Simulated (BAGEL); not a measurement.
**A workflow on singlet SiNH4O+**

Wanted: the energy (singlet SiNH4O+, HF/6-31G*), then a single-point energy (doublet SiNH4O, NEVPT2(3,3)/6-31G*), then a single-point energy (doublet SiNH4O, CASPT2(3,3)/6-31G*) of H4NOSi. 

The calculation is run with BAGEL 1.2.2.

3 further runs of the same task are left out: 3 set aside as unsound or not needed.

## 1. The system as given

SiNH4O+ has 7 atoms, charge +1, and is taken as a singlet. SMILES of the parent species: `N[SiH]O`. The N1–H4 distance was set to 1.916 Å, away from the relaxed value. That shape belongs to the parent species and isn't relaxed for this state. At this shape a bond of the SMILES string is far longer than usual.

Bond lengths: N1–Si2 1.723 Å, Si2–O3 1.649 Å, N1–H5 1.009 Å, Si2–H6 1.500 Å, O3–H7 0.961 Å. Angles: N1–Si2–O3 109.4°, N1–Si2–H6 104.3°, O3–Si2–H6 112.7°, Si2–N1–H5 118.7°, Si2–O3–H7 115.8°.

## 2. The energy at HF/6-31G(d) (density fitting with svp-jkfit, spherical functions) (run 1)

Contents of input.json:

```json
{ "bagel" : [

{
  "title" : "molecule",
  "basis" : "6-31gs.json",
  "df_basis" : "svp-jkfit",
  "geometry" : [
    { "atom" : "N", "xyz" : [ -1.88973557, -0.01800720,  0.13691255 ] },
    { "atom" : "Si", "xyz" : [ -0.02268616, -0.75367758,  2.70032604 ] },
    { "atom" : "O", "xyz" : [  2.49027164, -2.32479588,  1.73467599 ] },
    { "atom" : "H", "xyz" : [ -0.67255353,  2.20738909, -2.44681739 ] },
    { "atom" : "H", "xyz" : [ -3.76226519,  0.21801959,  0.40582057 ] },
    { "atom" : "H", "xyz" : [ -1.70869981, -2.30495376,  4.36971009 ] },
    { "atom" : "H", "xyz" : [  2.22193053, -3.47752882,  0.35649872 ] }
  ]
},
{
  "title" : "hf",
  "charge" : 1
},
{
  "title" : "print",
  "file" : "orbitals.molden",
  "orbitals" : true
}

]}
```

The basis set 6-31G* is read from a file made from the Basis Set Exchange's data (not shown).

Command:

```sh
$ BAGEL_NUM_THREADS=1 BAGEL input.json > input.out
```

What it wrote:

```text
* using 1 threads per process

  ===============================================================
  ===============================================================

  *** Geometry ***

  { "atom" : "N", "xyz" : [     -1.889736,     -0.018007,      0.136913 ] },
  { "atom" : "Si", "xyz" : [     -0.022686,     -0.753678,      2.700326 ] },
  { "atom" : "O", "xyz" : [      2.490272,     -2.324796,      1.734676 ] },
  { "atom" : "H", "xyz" : [     -0.672554,      2.207389,     -2.446817 ] },
  { "atom" : "H", "xyz" : [     -3.762265,      0.218020,      0.405821 ] },
  { "atom" : "H", "xyz" : [     -1.708700,     -2.304954,      4.369710 ] },
  { "atom" : "H", "xyz" : [      2.221931,     -3.477529,      0.356499 ] },

  Number of auxiliary basis functions:      354

  Since a DF basis is specified, we compute 2- and 3-index integrals:
    o Being stored without compression. Storage requirement is 0.008 GB

  Number of basis functions:       54
  Number of electrons      :       33

    * METHOD: MOLECULE                             0.11

  *** RHF ***

  === Nuclear Repulsion ===
   108.1891206281

      * DIIS with orbital gradients will be used.

  === RHF iteration (6-31gs.json) ===
      0       -419.80640758          0.03562818           0.02
      1       -419.91555987          0.03054597           0.02
      2       -420.10864009          0.00367177           0.02
      3       -420.11172944          0.00192672           0.02
      4       -420.11266429          0.00026461           0.02
      5       -420.11270923          0.00009177           0.02
      6       -420.11271690          0.00004019           0.02
      7       -420.11271886          0.00001973           0.02
      8       -420.11271944          0.00001144           0.02
      9       -420.11271957          0.00000520           0.02
     10       -420.11271961          0.00000190           0.02
     11       -420.11271961          0.00000098           0.02
     12       -420.11271961          0.00000043           0.02
     13       -420.11271961          0.00000021           0.02
     14       -420.11271961          0.00000007           0.02
     15       -420.11271961          0.00000004           0.02
     16       -420.11271961          0.00000002           0.02
     17       -420.11271961          0.00000001           0.02
     18       -420.11271961          0.00000001           0.02
    * SCF iteration converged.

    * Permanent dipole moment:
           (    0.784627,    -1.264379,     0.299916) a.u.

    * METHOD: HF                                   0.43

    * METHOD: PRINT                                0.01

  ===============================================================
```

Run time: 0.69 s. Hardware: 1 thread of Arm Neoverse V1, shared host; peak memory 0.14 GiB.

## 3. Doublet neutral SiNH4O: a single-point energy at NEVPT2(3,3)/6-31G(d) (density fitting with svp-jkfit, spherical functions) (run 2)

Contents of calc.json:

```json
{ "bagel": [

{
  "title": "molecule",
  "basis": "6-31gs.json",
  "df_basis": "svp-jkfit",
  "angstrom": "false",
  "geometry": [
    { "atom": "N", "xyz": [    -1.88973557,    -0.01800720,     0.13691255 ] },
    { "atom": "Si", "xyz": [    -0.02268616,    -0.75367758,     2.70032604 ] },
    { "atom": "O", "xyz": [     2.49027164,    -2.32479588,     1.73467599 ] },
    { "atom": "H", "xyz": [    -0.67255353,     2.20738909,    -2.44681739 ] },
    { "atom": "H", "xyz": [    -3.76226519,     0.21801959,     0.40582057 ] },
    { "atom": "H", "xyz": [    -1.70869981,    -2.30495376,     4.36971009 ] },
    { "atom": "H", "xyz": [     2.22193053,    -3.47752882,     0.35649872 ] }
  ]
},

{
  "title": "hf",
  "charge": 1
},

{
  "title": "casscf",
  "nstate": 1,
  "nact": 3,
  "nclosed": 15,
  "nspin": 1,
  "active": [15, 17, 18],
  "maxiter": 200,
  "natocc": "true"
},

{
  "title": "nevpt2",
  "nstate": 1,
  "nact": 3,
  "nclosed": 15,
  "nspin": 1,
  "active": [15, 17, 18],
  "maxiter": 200,
  "natocc": "true",
  "ncore": 7
},

{
  "title": "print",
  "file": "orbitals.molden",
  "orbitals": "true"
}

]}
```

The basis set 6-31G* is read from a file made from the Basis Set Exchange's data (not shown).

Command:

```sh
$ BAGEL_NUM_THREADS=1 BAGEL calc.json > calc.out
```

What it wrote:

```text
* using 1 threads per process

  ===============================================================
  ===============================================================

  *** Geometry ***

  { "atom" : "N", "xyz" : [     -1.889736,     -0.018007,      0.136913 ] },
  { "atom" : "Si", "xyz" : [     -0.022686,     -0.753678,      2.700326 ] },
  { "atom" : "O", "xyz" : [      2.490272,     -2.324796,      1.734676 ] },
  { "atom" : "H", "xyz" : [     -0.672554,      2.207389,     -2.446817 ] },
  { "atom" : "H", "xyz" : [     -3.762265,      0.218020,      0.405821 ] },
  { "atom" : "H", "xyz" : [     -1.708700,     -2.304954,      4.369710 ] },
  { "atom" : "H", "xyz" : [      2.221931,     -3.477529,      0.356499 ] },

  Number of auxiliary basis functions:      354

[... 21 lines left out ...]
    * SCF iteration converged.
[... 1 line left out ...]
    * Permanent dipole moment:
[... 28 lines left out ...]
    * Second-order optimization converged. *
[... 11 lines left out ...]
     * ci vector, state   0, <S^2> = 0.7500
       2a.    -0.9267250618
       .a2    -0.3653163550
       a.2     0.0677340356

    * METHOD: CASSCF                               1.95

    * freezing 7 orbitals

  === DF-NEVPT2 calculation ===

    * 3-index integral transformation done
    * assembly done

      NEVPT2 correlation energy:   -0.3832883066      0.05

          (+0)     -0.2987419670
          (+0)'    -0.0191576721
          (+1)     -0.0169369233
          (+1)'    -0.0006800650
          (+2)     -0.0004776407
          (-1)     -0.0446470856
          (-1)'    -0.0006237335
          (-2)     -0.0020232194

      NEVPT2 total energy:       -420.8340607226

    * METHOD: NEVPT2                               0.09

    * METHOD: PRINT                                0.01

  ===============================================================
```

Wall time 2.7 s (1 thread of Arm Neoverse V1, shared host); peak memory 0.14 GiB.

## 4. Doublet neutral SiNH4O: the energy at CASPT2(3,3)/6-31G(d) (density fitting with svp-jkfit, spherical functions) (run 3)

Contents of job.json:

```json
{ "bagel": [

{
  "title": "molecule",
  "basis": "6-31gs.json",
  "df_basis": "svp-jkfit",
  "angstrom": false,
  "geometry": [
    { "atom": "N", "xyz": [ -1.88973557, -0.01800720,  0.13691255 ] },
    { "atom": "Si", "xyz": [ -0.02268616, -0.75367758,  2.70032604 ] },
    { "atom": "O", "xyz": [  2.49027164, -2.32479588,  1.73467599 ] },
    { "atom": "H", "xyz": [ -0.67255353,  2.20738909, -2.44681739 ] },
    { "atom": "H", "xyz": [ -3.76226519,  0.21801959,  0.40582057 ] },
    { "atom": "H", "xyz": [ -1.70869981, -2.30495376,  4.36971009 ] },
    { "atom": "H", "xyz": [  2.22193053, -3.47752882,  0.35649872 ] }
  ]
},
{
  "title": "hf",
  "charge": 1
},
{
  "title": "casscf",
  "nstate": 1,
  "nact": 3,
  "nclosed": 15,
  "nspin": 1,
  "active": [15, 17, 18],
  "maxiter": 200,
  "natocc": true
},
{
  "title": "print",
  "file": "orbitals.molden",
  "orbitals": true
},
{
  "title": "smith",
  "method": "caspt2",
  "ms": true,
  "xms": true,
  "sssr": true,
  "shift": 0.2,
  "shift_imag": true,
  "ncore": 7
}

]}
```

The basis set 6-31G* is read from a file made from the Basis Set Exchange's data (not shown).

Command:

```sh
$ BAGEL_NUM_THREADS=1 BAGEL job.json > job.out
```

What it wrote:

```text
* using 1 threads per process

  ===============================================================
  ===============================================================

  *** Geometry ***

  { "atom" : "N", "xyz" : [     -1.889736,     -0.018007,      0.136913 ] },
  { "atom" : "Si", "xyz" : [     -0.022686,     -0.753678,      2.700326 ] },
  { "atom" : "O", "xyz" : [      2.490272,     -2.324796,      1.734676 ] },
  { "atom" : "H", "xyz" : [     -0.672554,      2.207389,     -2.446817 ] },
  { "atom" : "H", "xyz" : [     -3.762265,      0.218020,      0.405821 ] },
  { "atom" : "H", "xyz" : [     -1.708700,     -2.304954,      4.369710 ] },
  { "atom" : "H", "xyz" : [      2.221931,     -3.477529,      0.356499 ] },

  Number of auxiliary basis functions:      354

[... 21 lines left out ...]
    * SCF iteration converged.
[... 1 line left out ...]
    * Permanent dipole moment:
[... 28 lines left out ...]
    * Second-order optimization converged. *
[... 11 lines left out ...]
     * ci vector, state   0, <S^2> = 0.7500
[... 17 lines left out ...]
    * Zeroth order energy : state  0       -0.7595215273
[... 4 lines left out ...]
       #      aibj      arbs      arbi      airj      risj      airs      arst      rist         Etot      error   time
[... 2 lines left out ...]
       0  -0.29791  -0.00256  -0.04762  -0.01846  -0.00070  -0.01917  -0.00078  -0.00084   -0.3880440  0.0012488   0.03
       1  -0.29795  -0.00256  -0.04769  -0.01850  -0.00072  -0.01932  -0.00079  -0.00087   -0.3884059  0.0001447   0.02
       2  -0.29795  -0.00256  -0.04769  -0.01850  -0.00072  -0.01932  -0.00079  -0.00087   -0.3884122  0.0000233   0.02
       3  -0.29795  -0.00256  -0.04769  -0.01850  -0.00072  -0.01932  -0.00079  -0.00087   -0.3884124  0.0000039   0.02
       4  -0.29795  -0.00256  -0.04769  -0.01850  -0.00072  -0.01932  -0.00079  -0.00087   -0.3884124  0.0000006   0.02

      ------------------------------------------------------------------------------------------------------------------

    * CASPT2 energy : state  0     -420.8412806130
        w/o shift correction       -420.8391847866
        reference weight              0.8869178007

    * METHOD: SMITH                                0.18

  ===============================================================
```

It took 2.8 s on 1 thread of Arm Neoverse V1, shared host; peak memory 0.14 GiB.

## 5. What came out

| quantity | value |
| --- | --- |
| run 1, HF/6-31G*: total energy | -420.11272 Eh |
| run 1, HF/6-31G*: HOMO energy | -17.16 eV |
| run 1, HF/6-31G*: LUMO energy | -6.32 eV |
| run 1, HF/6-31G*: HOMO–LUMO gap | 10.83 eV |
| doublet neutral SiNH4O, run 2: total energy | -420.83406 Eh |
| doublet neutral SiNH4O, run 3: total energy | -420.84128 Eh |
